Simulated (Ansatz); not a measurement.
**CH₃BF+ (SMILES B[CH+]F): functionals against CCSD(T) at one geometry**

The task here is to estimate one member of a computed series from the others.

Method: single points in def2-TZVPP; program: Ansatz 0.2.0, Gaussian basis.

Correlated methods freeze the cores.

## The system as given

SMILES `B[CH+]F`, 6 atoms, charge 1, spin multiplicity 1.

Atoms are counted from 1 here; the program's logs count them from 0.

Bond lengths: B1–C2 1.487 Å, B1–H4 1.166 Å, B1–H5 1.181 Å, C2–F3 1.298 Å, C2–H6 1.086 Å. Angles: C2–B1–H4 122.7°, C2–B1–H5 123.7°, H4–B1–H5 113.4°, B1–C2–F3 131.6°, B1–C2–H6 115.8°, F3–C2–H6 112.6°.

Coordinates:

```xyz
6

B    -0.5983    0.0700   -0.4626
C     0.5635   -0.1075    0.4484
F     1.6463   -0.8151    0.3366
H    -1.5679   -0.5718   -0.3784
H    -0.6780    0.9368   -1.2611
H     0.5333    0.4654    1.3710
```

Set-up of the first run:

The input, run/in.yaml:

```yaml
crystal:
  periodic: [false, false, false]
  atoms:
    - {symbol: B, position_ang: [-0.598300, 0.070000, -0.462600]}
    - {symbol: C, position_ang: [0.563500, -0.107500, 0.448400]}
    - {symbol: F, position_ang: [1.646300, -0.815100, 0.336600]}
    - {symbol: H, position_ang: [-1.567900, -0.571800, -0.378400]}
    - {symbol: H, position_ang: [-0.678000, 0.936800, -1.261100]}
    - {symbol: H, position_ang: [0.533300, 0.465400, 1.371000]}
basis:
  gaussian: {orbitals: def2-TZVPP}
total_charge: 1
correlation: {method: ccsd_t}
output: {forces: true}
```

No record of the launch command was kept for these runs.

Steps of the session up to this table: CCSD(T)/def2-TZVPP; PBE0-D4/def2-TZVPP; wB97M-V/def2-TZVPP; r2SCAN-D4/def2-TZVPP; PBE-D4/def2-TZVPP; wB97X-V/def2-TZVPP; B97M-V/def2-TZVPP.

One of the session's tables, all rows but one given; the rest of the session is left out.

```
   method  RMS force component (eV/Å)  angle to CCSD(T) forces (°)
  CCSD(T)                       1.099                    reference
  PBE0-D4                       1.018                         15.5
  wB97M-V                       0.999                          7.4
r2SCAN-D4                       0.839                         17.6
   PBE-D4                       0.721                         26.3
  wB97X-V                           ?                            ?
   B97M-V                       0.892                         18.3
```

Q: Estimate the row for wB97X-V from the others.

The run gave: RMS force component (eV/Å): 1.051; angle to CCSD(T) forces (°): 6.0. In the column «RMS force component (eV/Å)» it lies between PBE0-D4 (1.018) and CCSD(T) (1.099).
